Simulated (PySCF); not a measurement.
Zinc-blende BP: Hartree–Fock at its full settings () and at cheaper ones, in a cell of 2 atoms.

```csv
level and setting,lattice constant a (Å),bulk modulus (GPa)
Hartree–Fock (PySCF),4.577,174
Hartree–Fock/6-31G* (2×2×2 k mesh) (PySCF),4.697,165
Hartree–Fock/GTH-DZVP (2×2×2 k mesh) (PySCF),4.651,163
Hartree–Fock/STO-3G (2×2×2 k mesh) (PySCF),4.561,259
```

Largest shifts from the full settings: lattice constant a +2.62 % (Hartree–Fock/6-31G* (2×2×2 k mesh)), against a difference of +1.15 % of the full result from the reference 4.525 Å (measured, static lattice: zero-point anharmonic expansion removed; as tabulated in Mejia-Rodriguez and Trickey (2018), arXiv:1807.09216); bulk modulus +49 % (Hartree–Fock/STO-3G (2×2×2 k mesh)), against a difference of -1.1 % of the full result from the reference 176 GPa (measured, 0 K, zero-point effect removed, sources range from 168 to 176; as tabulated in Goldzak et al. (2022), arXiv:2208.04865).

Run with cheap settings on purpose, which may leave them unconverged: Hartree–Fock/6-31G* (2×2×2 k mesh), Hartree–Fock/GTH-DZVP (2×2×2 k mesh), Hartree–Fock/STO-3G (2×2×2 k mesh).
